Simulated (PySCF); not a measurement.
Gas-phase thermal properties of AlF2OH

Computed with PySCF (xtb for GFN2) and rigid-rotor harmonic-oscillator thermochemistry at 1 bar. 6-31G* has spherical d functions here. All species are closed-shell singlets. B3LYP is the form with VWN-RPA correlation. AlF2OH: computed as isolated molecules; such fragments, hydroxides, amides, oligomers or adducts are transient or little studied in the gas. The harmonic model lacks anharmonicity and excited electronic states, which grow with temperature; levels with a mode under 35 cm⁻¹ are left out.

| level | point group | σ | ZPE (kJ/mol) | S°298 (J/mol/K) | Cp298 (J/mol/K) | S°1000 (J/mol/K) | H1000 − H298 (kJ/mol) |
|---|---|---|---|---|---|---|---|
| B3LYP/6-31G* | Cs | 1 | 49.5 | 299.0 | 72.4 | 403.8 | 62.4 |
| GFN2-xTB | Cs | 1 | 45.2 | 307.0 | 77.4 | 415.0 | 64.0 |
| HF/6-31G* | Cs | 1 | 52.6 | 296.7 | 71.3 | 400.5 | 61.9 |
| PBE/def2-SVP | Cs | 1 | 48.2 | 301.2 | 73.8 | 407.0 | 62.9 |
| PBE0/def2-TZVP | Cs | 1 | 49.9 | 299.2 | 72.9 | 404.3 | 62.5 |
σ: rotational symmetry number. Electronic degeneracy used: 1. Frequencies are unscaled.
